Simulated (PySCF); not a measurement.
One entry of a table of gas-phase calculations, keyed by method. Lists by class give the value and the number of equivalent atoms.

```json
{
 "formula": "NH3",
 "smiles": "[NH3+]",
 "inchi": "InChI=1S/H3N/h1H3/q+1",
 "charge": 1,
 "multiplicity": 2,
 "geometry_level": "PBE0-D3(BJ)/def2-SVP",
 "atoms_angstrom": [
  ["N", 0.005, 0.002, -0.011],
  ["H", -0.634, -0.808, -0.022],
  ["H", -0.377, 0.961, 0.013],
  ["H", 1.027, -0.146, -0.025]
 ],
 "electronic_structure_code": "PySCF",
 "results": {
  "PBE0-D3(BJ)/def2-SVP geometry optimisation, gas phase": {
   "point_group": "D3h",
   "rotational_constants_GHz": [313.616, 313.55, 156.792]
  },
  "UKS B3LYP, IGLO-III on N, pcH-1 on H, non-relativistic, mean-field spin-orbit, GIAO": {
   "g_iso": 2.00333,
   "g_tensor": [2.00212, 2.00393, 2.00393],
   "s2": 0.754,
   "a_iso_by_class_MHz": [
    ["1H", -77.9, 3],
    ["14N", 42.2, 1]
   ],
   "spin_populations_mulliken_by_atom": [1.12, -0.04, -0.04, -0.04]
  }
 }
}
```

The rotational constants are those of an oblate symmetric top; the small spread among constants that symmetry makes equal is optimisation noise. With B = h/(8π²I), that is 505.379 GHz u Å² over I, the principal moments of inertia are 1.61, 1.61 and 3.22 u Å² (most abundant isotopes). At 9.50 GHz, hν = g·μB·B₀ (B₀ the magnetic field) puts the centre of the isotropic spectrum, to first order, at 338.8 mT.

